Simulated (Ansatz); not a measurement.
# H$_{2}$Si–N, quartet in 6-31G: errors against full CI

Geometry: a PBE0/def2-TZVP stationary point for this spin, not checked as a minimum. The doublet lies 1.8 eV lower here.

```json
{"atom": "Si", "x (Å)": "0.0000", "y (Å)": "0.0000", "z (Å)": "0.5558"}
{"atom": "N", "x (Å)": "0.0000", "y (Å)": "0.0000", "z (Å)": "-1.2927"}
{"atom": "H", "x (Å)": "0.0000", "y (Å)": "1.3020", "z (Å)": "1.2391"}
{"atom": "H", "x (Å)": "0.0000", "y (Å)": "-1.3020", "z (Å)": "1.2391"}
```

Basis 6-31G; Ansatz 0.2.0. Only valence electrons are correlated (noble-gas cores frozen), which leaves 11 electrons in 20 orbitals. Prefix R: restricted or restricted open-shell reference; prefix U: unrestricted. Active spaces: valence = (11e, 10o) chosen from the atoms' valence shells.

Full CI is exact within this basis and frozen core; it isn't the basis-set limit. The frozen core follows each run's orbitals, which can shift R against U totals by a few meV.

For open shells CISD is restricted-active-space CI with the open shells as a complete middle space.

```
UHF ⟨S²⟩                          : 3.774
T1 diagnostic (RCCSD)             : 0.0186
largest doubles amplitude (RCCSD) : 0.046
T1 diagnostic (UCCSD)             : 0.0126
```

**Question.** From what is known of these methods and the diagnostics, rank them by the size of their error in total energy against full CI in 6-31G, smallest first (an estimate: the text doesn't fix the numbers).
A. UHF
B. NEVPT2 (valence space)
C. RMP2
D. RCCSDT(Q)
E. CISD

**Answer.** D (0.02 kcal/mol), E (5.71 kcal/mol), B (9.71 kcal/mol), C (19.82 kcal/mol), A (78.64 kcal/mol).

All errors are against full CI in 6-31G. Within each family the higher level lies nearer, as is usual though not guaranteed.

The full-CI state has the irrep B2 of C2v, in the program's axes.

Natural occupations of full CI about the gap: 1.983 1.965 1.961 1.944 1.002 0.994 0.987 0.063 0.029 0.023; effectively unpaired electrons, Σ n²(2−n)², 3.04.
